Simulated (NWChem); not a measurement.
Correlation energy of Cl (-1)

SMILES: [Cl-]
```xyz
1

Cl     0.0000     0.0000     0.0000
```
Charge -1, spin multiplicity 1.

All runs are NWChem calculations.

Basis set: def2-SVPD. Each correlation energy counts from its own Hartree-Fock reference.

The correlated methods keep 5 core orbitals frozen. Coupled-cluster values serve here as a point of comparison, not as the truth.

| method | correlation energy (mHa) |
|---|---|
| MP2 | … |
| SCS-MP2 | -151.6 |
| CCSD | … |
| CCSD+T(CCSD) | -173.1 |
| CCSD(T) | -172.9 |
| CR-CCSD[T] | -172.4 |
| CR-CCSD(T) | -172.3 |
| CCSDT | -173.3 |

Problem. Complete the blanks.

Solution. 
- MP2, correlation energy (mHa): -157.3
- CCSD, correlation energy (mHa): -168.6
